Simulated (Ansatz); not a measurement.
# CH₂Al+ (quintet): the correlation ladder, cc-pVTZ

Aim: climb from Hartree-Fock through coupled cluster for CH₂Al+ (quintet) at one geometry and basis, and see what each rung misses.

Computed with Ansatz 0.2.0, Gaussian basis. Level: cc-pVTZ, core rule «outside noble gas», up to 6 orbitals frozen.

To be run: UHF; CCSD(T) on ROHF; CCSD(T) on UHF; BCCD(T) on ROHF; CCSDT(Q) on ROHF; CCSDT(Q) on UHF.

7 further runs of the same task are left out: 4 for a known fault of the program, 3 set aside as unsound or not needed.

## (1) What is computed

The geometry is a PBE0/def2-TZVP stationary point (not a proven minimum) of the parent state, kept for this charge and spin.

4 atoms, charge 1, spin multiplicity 5.

Atoms are counted from 1 here; the program's logs count them from 0.

Bond lengths: Al1–C2 1.923 Å, Al1–H3 1.613 Å, C2–H4 1.088 Å. Angles: C2–Al1–H3 117.5°, Al1–C2–H4 152.8°.

## (2) UHF

in.yaml reads:

```yaml
crystal:
  periodic: [false, false, false]
  atoms:
    - {symbol: Al, position_ang: [0.000000, -0.074388, 0.613390]}
    - {symbol: C, position_ang: [0.000000, 0.010117, -1.308029]}
    - {symbol: H, position_ang: [0.000000, 1.321704, 1.420502]}
    - {symbol: H, position_ang: [0.000000, 0.549036, -2.253748]}
basis:
  gaussian: {orbitals: cc-pVTZ}
total_charge: 1
magnetization: {spin_polarized: true, initial_magnetization: 4}
hamiltonian: {xc: hf}
output: {orbitals: {seedname: orbitals}}
```

The run is started by

```sh
> ansatz run in.yaml --threads 1 --pin off --events-out ev --progress --plain --max-ram 2816MiB --backend cpu
```

After this run come: CCSD(T) on ROHF; CCSD(T) on UHF; BCCD(T) on ROHF; CCSDT(Q) on ROHF; CCSDT(Q) on UHF.

Before running them: what should the planned runs give, taken together? Wanted: UCCSDT(Q) below the RHF energy; RMP2 from UCCSDT(Q); UMP2 from UCCSDT(Q); RCCSD from UCCSDT(Q); RCCSD(T) from UCCSDT(Q); UCCSD(T) from UCCSDT(Q); RCCSDT(Q) from UCCSDT(Q); T1 diagnostic.

As calculated:

```
                         quantity                      value
   UCCSDT(Q) below the RHF energy                 -4.8580 eV
              RMP2 from UCCSDT(Q)                 +961.2 meV
              UMP2 from UCCSDT(Q)                 +956.4 meV
             RCCSD from UCCSDT(Q)                 +257.7 meV
          RCCSD(T) from UCCSDT(Q)                  +54.0 meV
          UCCSD(T) from UCCSDT(Q)                  +48.7 meV
         RCCSDT(Q) from UCCSDT(Q)                   +4.9 meV
levels within 1 kcal/mol (43 meV)  RCCSDT, UCCSDT, RCCSDT(Q)
                    T1 diagnostic                      0.059
```

**Reading.** RCCSD(T) lands +54.0 meV from the yardstick (1.1 % of the correlation energy). These misses are within one basis, not against nature; the frozen cores of restricted and unrestricted runs differ, which can shift their rows.
